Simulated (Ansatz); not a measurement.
Cost and result for the atomization energy of C2H4FN, SMILES `N=CCF` (8 atoms, 7 bonds).

Total charge 0; spin multiplicity 1. All single points use the PBE0-D4/def2-TZVP geometry. It is one conformer, not always the lowest. Program: Ansatz. All runs use 2 threads of an Arm Neoverse V2 on a shared host. Times are those of one run each, without the atoms' runs, and a repeat can differ threefold. Electronic energies, without spin–orbit coupling; frozen cores. CCSD(T)/CBS adds CCSD(T) − MP2 in def2-TZVPP to the MP2 limit, and its time is that of the two runs behind it. T1 = 0.012. B3LYP takes the VWN-RPA correlation (the form of Gaussian; ORCA's B3LYP/G).

CCSD(T)/CBS is a level of theory with its own doubt, some kJ/mol a heavy atom from the limit and from the frozen cores, so smaller differences don't rank the functionals.

```csv
level,functions,wall time
LDA (SPW92)/def2-TZVPP,180,1 s
revPBE-D4/def2-TZVPP,180,1.7 s
CCSD(T)/def2-SVP,76,2.4 s
BHLYP-D4/def2-TZVPP,180,2.5 s
B3LYP-D4/def2-TZVPP (with forces),180,2.8 s
r2SCANh-D4/def2-TZVPP,180,3.8 s
B2PLYP/def2-TZVPP,180,4.1 s
r2SCAN-D4/def2-TZVPP (with forces),180,4.2 s
ωB97X-V/def2-TZVPP,180,6.5 s
B97M-V/def2-TZVPP,180,8.5 s
MP2/def2-QZVPP,348,16 s
CCSD(T)/def2-TZVPP,180,53 s
CCSD(T)/CBS(def2),–,69 s
```

(1) What atomization energy does each give, and how far from CCSD(T)/CBS? (Estimate.)

Answers

(1) Computed: 
| level | atomization (kcal/mol) | difference from CCSD(T)/CBS | per bond |
| --- | --- | --- | --- |
| LDA (SPW92)/def2-TZVPP | 870.0 | 126.1 | 18.0 |
| revPBE-D4/def2-TZVPP | 749.6 | 5.7 | 0.8 |
| CCSD(T)/def2-SVP | 705.0 | -38.9 | -5.6 |
| BHLYP-D4/def2-TZVPP | 716.3 | -27.6 | -4.0 |
| B3LYP-D4/def2-TZVPP (with forces) | 747.8 | 3.9 | 0.6 |
| r2SCANh-D4/def2-TZVPP | 737.9 | -6.0 | -0.9 |
| B2PLYP/def2-TZVPP | 739.5 | -4.4 | -0.6 |
| r2SCAN-D4/def2-TZVPP (with forces) | 744.8 | 0.9 | 0.1 |
| ωB97X-V/def2-TZVPP | 747.1 | 3.2 | 0.5 |
| B97M-V/def2-TZVPP | 745.1 | 1.2 | 0.2 |
| MP2/def2-QZVPP | 750.5 | 6.6 | 0.9 |
| CCSD(T)/def2-TZVPP | 723.1 | -20.8 | -3.0 |
| CCSD(T)/CBS(def2) | 743.9 | 0.0 | 0.0 |

The D4 term adds +3.9 kcal/mol with B3LYP and +2.0 kcal/mol with PBE0; it sums over pairs of atoms, weighted by their polarisabilities, and B3LYP, whose exchange is more repulsive, gets the larger term. Leaving LDA and LC-ωPBE aside and taking each functional with its dispersion term where it has one, the values, not all of them listed here, spread over 55.7 kcal/mol, from BHLYP-D4 to PBE-D4. LDA lies +100.5 kcal/mol from PBE without D4, its usual overbinding. From BLYP to BHLYP (50 % exact exchange), in def2-TZVPP and without D4, the atomization energy moves by −33.8 kcal/mol: exact exchange takes away binding that semilocal exchange gives to molecules.
